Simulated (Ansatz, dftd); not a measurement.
Reaction: C3H7Cl (SMILES ClCCC) → C2H4Cl (SMILES [CH2]CCl, doublet) + CH3 (SMILES [CH3], doublet) (the C-C bond breaks)
Each species at its own B3LYP-D3(BJ)/def2-TZVP minimum (Ansatz, a quantum-chemistry and plane-wave program), one conformer.

Property: bond dissociation energy (electronic), in kcal/mol. UHF or UKS for unpaired electrons; spin-orbit terms are left out. Cores are frozen in correlated methods. Rows without X2C or -DK are non-relativistic. CBS(X,Y): correlation extrapolated as X^-3, Hartree-Fock from the larger set. A bracket is a step between two methods taken in the basis named. The functionals are non-relativistic, so their misses hold any scalar relativity. Double hybrids freeze cores in their MP2 part. '+ core + X2C': CCSD(T) terms for core correlation (cc-pwCVTZ, 1s frozen past Ne) and scalar relativity (cc-pVTZ-DK).

| level | program | bond dissociation energy (kcal/mol) |
|---|---|---|
| CAM-B3LYP-D4/def2-TZVPD | Ansatz + dftd4 | 92.4 |
| CAM-B3LYP/def2-TZVPD | Ansatz | 91.1 |
| B2GP-PLYP-D4/def2-TZVPD | Ansatz + dftd4 | 93.6 |
| MP2/cc-pV(D+d)Z | Ansatz | 98.8 |
| CCSD/cc-pV(T+d)Z | Ansatz | 92.5 |

**Question.** What does CCSD(T)/CBS(cc-pV(T+d)Z,cc-pV(Q+d)Z) + [CCSDT(Q) - CCSD(T)]/cc-pV(D+d)Z + core + X2C (Ansatz) give?

**Answer.** 96.5 kcal/mol; the difference of CCSD/cc-pV(T+d)Z is -4.0 kcal/mol.
